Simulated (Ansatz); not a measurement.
Species: C₂H₆, SMILES `CC` (charge 0, multiplicity 1), formula C₂H₆.

How many basis functions does frozen-core CCSD(T)/def2-TZVPP // B3LYP-D3(BJ)/def2-TZVP (Ansatz, a first-principles code) use, how many core orbitals are frozen, and how many electrons are correlated?

146 basis functions and 2 frozen orbitals, which leaves 14 correlated electrons. Core time is of the order of seconds.
